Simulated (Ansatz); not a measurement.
Relaxation of CH9NSi (12 atoms, charge 0, multiplicity 1), to a largest force component of 0.03 eV/Å in at most 50 steps.

All numbers below come from RKS PBE-D4/def2-SVP (Ansatz 0.2.0).

```xyz
12
Properties=species:S:1:pos:R:3
Si -0.484 0.348 -0.355
C -0.089 -0.286 2.643
H -0.424 -0.702 3.613
H 0.397 -1.088 2.059
H 0.640 0.525 2.829
H 0.561 1.116 0.410
H -0.439 0.897 -1.758
H -0.133 -1.110 -0.383
N -2.178 0.484 0.211
H -2.527 -0.204 0.881
H -2.557 1.410 0.422
H -0.961 0.121 2.091
```

Where does it end, and by what steps?

The run converged. The force dipped under the threshold on the way, but the program's further checks kept it going. After 23 steps the energy has fallen by 0.239 eV; H8 moved furthest, 1.70 Å.

| step | energy less start (eV) | largest force component (eV/Å) | accepted |
| --- | --- | --- | --- |
| 0 | 0.0000 | 0.883 | yes |
| 1 | -0.1673 | 0.527 | yes |
| 2 | -0.2086 | 0.264 | yes |
| 3 | -0.1063 | 1.426 | no |
| 4 | -0.2134 | 0.097 | yes |
| 5 | -0.2182 | 0.042 | yes |
| 6 | -0.2195 | 0.082 | yes |
| 7 | -0.2207 | 0.054 | yes |
| 8 | -0.2224 | 0.095 | yes |
| 9 | -0.2234 | 0.108 | yes |
| 10 | -0.2248 | 0.116 | yes |
| 11 | -0.2266 | 0.112 | yes |
| 12 | -0.2285 | 0.118 | yes |
| 13 | -0.2300 | 0.167 | yes |
| 14 | -0.2315 | 0.143 | yes |
| 15 | -0.2335 | 0.101 | yes |
| 16 | -0.2349 | 0.100 | yes |
| 17 | -0.2359 | 0.097 | yes |
| 18 | -0.2371 | 0.054 | yes |
| 19 | -0.2378 | 0.062 | yes |
| 20 | -0.2382 | 0.052 | yes |
| 21 | -0.2387 | 0.013 | yes |
| 22 | -0.2388 | 0.018 | yes |
| 23 | -0.2389 | 0.014 | yes |

```xyz
12
Properties=species:S:1:pos:R:3
Si -0.635 0.377 -0.945
C -0.055 -0.178 3.233
H -0.732 -0.400 4.080
H 0.645 -1.022 3.089
H 0.520 0.741 3.453
H 0.700 0.257 -0.239
H -0.645 1.701 -1.661
H -0.723 -0.754 -1.933
N -2.064 0.311 0.062
H -2.310 -0.575 0.510
H -2.249 1.084 0.706
H -0.645 -0.029 2.309
```

Whether the end is a true minimum wasn't checked by a vibrational analysis.

Time of the run: 36 s on 2 threads of Arm Neoverse V1, with other jobs on the host, peak memory 0.12 GiB.
